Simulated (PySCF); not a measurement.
**BC at BLYP**

Level: BLYP. PySCF, no relativity, basis sets B aug-pcseg-1, C aug-pcseg-1.

```
state                                          : ⁴Σ⁻ (quartet), unpaired electrons σ ↑, π ↑↑
bond length                                    : 1.504 Å
harmonic wavenumber                            : 1152 cm⁻¹
force constant                                 : 4.49 mdyn/Å
rotational constant Be                         : 1.299 cm⁻¹
anharmonicity ωexe                             : 11.1 cm⁻¹
vibration–rotation constant αe                 : 0.0170 cm⁻¹
well depth De to B + C                         : 4.62 eV
dissociation energy D0                         : 4.55 eV
bond order (Mayer)                             : 1.61
dipole moment (positive dipole means B(−)C(+)) : -1.02 D
```

The state was picked by a PBE0 search and need not be the measured ground state.
